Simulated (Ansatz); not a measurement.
# BFH5N: the cost of one run

Program: Ansatz 0.2.0. Level of theory: RKS r2SCAN-D4/def2-SVP. These are calculated values, not measurements.

### Step 1. Starting point

Bond lengths: B1–F2 1.670 Å, B1–H3 1.190 Å, B1–N4 1.550 Å, N4–H5 1.060 Å, N4–H6 1.060 Å. Angles: F2–B1–H3 120.0°, F2–B1–N4 120.0°, H3–B1–N4 120.0°, B1–N4–H5 120.0°, B1–N4–H6 120.0°, H5–N4–H6 120.0°.

Coordinates:

```xyz
8

B     0.0000    0.0000    0.0000
F     0.0000    0.0000    1.6700
H     1.0305    0.0000   -0.5950
N    -1.3423    0.0000   -0.7750
H    -2.0112   -0.8164   -0.6764
H    -1.5914    0.8164   -1.4036
H    -0.1864    1.4017    0.4698
H    -0.1469    1.1046    1.3144
```

### Step 2. A restrained relaxation towards end A

Springs on the bonds that form and break draw the guess towards this end; the thresholds are loose.

Input file input.yaml:

```yaml
crystal:
  periodic: [false, false, false]
  atoms:
    - { symbol: B, position_ang: [0.0, 0.0, 0.0] }
    - { symbol: F, position_ang: [0.0, 0.0, 1.67] }
    - { symbol: H, position_ang: [1.0305, 0.0, -0.595] }
    - { symbol: "N", position_ang: [-1.3423, 0.0, -0.775] }
    - { symbol: H, position_ang: [-2.0112, -0.8164, -0.6764] }
    - { symbol: H, position_ang: [-1.5914, 0.8164, -1.4036] }
    - { symbol: H, position_ang: [-0.1864, 1.4017, 0.4698] }
    - { symbol: H, position_ang: [-0.1469, 1.1046, 1.3144] }
basis:
  gaussian: { orbitals: def2-SVP }
hamiltonian:
  xc: r2scan
  dispersion: d4
relax:
  f_tol: 0.15
  max_steps: 25
  restrain:
    - { distance: [0, 6], at: 2.39, k: 30.0 }
    - { distance: [7, 1], at: 2.12, k: 30.0 }
    - { distance: [0, 1], at: 1.32, k: 30.0 }
    - { distance: [7, 6], at: 0.66, k: 30.0 }
```

Command:

```console
$ ansatz run input.yaml --threads 2 --pin off --max-ram 3072MiB --backend cpu --events-out ev --progress --plain --runs-dir out
```

**Question.** How long does this run take on 2 threads of Arm Neoverse V2, shared host, and how much memory does it need?

About 11 s, with a peak of 0.14 GiB.
